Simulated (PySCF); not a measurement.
# NMR data sheet: C6H12

| Item | Value |
| --- | --- |
| Formula | C6H12 |
| SMILES | CC/C=C/CC |
| InChI | InChI=1S/C6H12/c1-3-5-6-4-2/h5-6H,3-4H2,1-2H3/b6-5+ |
| Point group of the computed structure | C2 |
| Degrees of unsaturation | 1 |
| Carbon signals | 3 |
| Proton signals | 3 |

Atom-mapped SMILES (the numbers label the heavy atoms): `[CH3:1][CH2:2]/[CH:3]=[CH:4]/[CH2:5][CH3:6]`; H(Xn) means a hydrogen on atom n.

PySCF 2.14.0 with density-fitted response routines calculation with geometry: GFN2-xTB and shielding tensors at PBE0/pcSseg-1 (GIAO); non-relativistic, isolated molecule, single conformer, one averaged value for each set of equivalent atoms.

Scale: ¹H (σ = 31.72 ppm), ¹³C (σ = 186.93 ppm) vs TMS (reference shieldings calculated alike).

| carbon | δC, type | δH (multiplicity) | HMBC from (2–3 bonds) | span of the C tensor (ppm) |
| --- | --- | --- | --- | --- |
| C1/C6 | 17.7, CH3 | 1.02 (t) | H(C3)/H(C4), H(C2)/H(C5) | 28 |
| C2/C5 | 32.3, CH2 | 2.06 (m) | H(C3)/H(C4), H(C1)/H(C6) | 25 |
| C3/C4 | 140.1, CH | 5.74 (m) | H(C3)/H(C4), H(C2)/H(C5), H(C1)/H(C6) | 202 |

1. Carbon types of the structure: 2 × CH, 2 × CH2, 2 × CH3, which accounts for all hydrogens.
2. δC 140.1: alkene CH; as expected for a trigonal carbon in a double bond.
3. δC 32.3: allylic sp3 CH2; saturated and bonded to C and H only.
4. δC 17.7: methyl carbon; saturated and bonded to C and H only.
5. δH 5.74: hydrogen on an alkene CH; a vinylic proton, deshielded by the sp2 carbon and the C=C anisotropy.
6. δH 2.06: hydrogen on an allylic sp3 CH2; allylic position.

Shifts are as computed. Against solution values, carbons near 30 ppm lie about +3 ppm off and those near 130 ppm about +5 ppm. Of 1211 compounds with measured shifts, 218 miss one by over three times the rms of a fit or turn the order of signals round; such compounds aren't used in these exercises. No couplings were computed; multiplicities are counted from neighbouring protons, with m where these are inequivalent, close in shift, in a saturated or five-membered ring or joined by F or P, and br s for small geminal =CH2 splittings.
